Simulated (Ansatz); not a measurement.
This Ansatz (an electronic-structure program) input (B3LYP/cc-pV5Z) gives -151.89671 Eh with 347 basis functions.

Ansatz 0.2 input:
```yaml
crystal:
  periodic: [false, false, false]
  atoms:
    - {symbol: O, position_ang: [0.13599357, 0.55950266, -0.34160035]}
    - {symbol: O, position_ang: [-0.15958912, -0.65619836, 0.39793467]}
    - {symbol: H, position_ang: [1.05373037, 0.81572862, -0.07966861]}
    - {symbol: H, position_ang: [-0.34774107, -1.27257644, -0.34513535]}
    - {symbol: H, position_ang: [-0.51722487, 1.23041339, -0.02587059]}
basis:
  gaussian:
    orbitals: cc-pV5Z
hamiltonian:
  xc: {name: B3LYP}
total_charge: 1
magnetization: {spin_polarized: false}
```

Change:
```diff
- orbitals: cc-pV5Z
+ orbitals: aug-cc-pVDZ
```

**Question.** What does the run give now?

**Answer.** -151.84085 Eh (B3LYP/aug-cc-pVDZ, 73 functions), a change of +55.86 mEh.
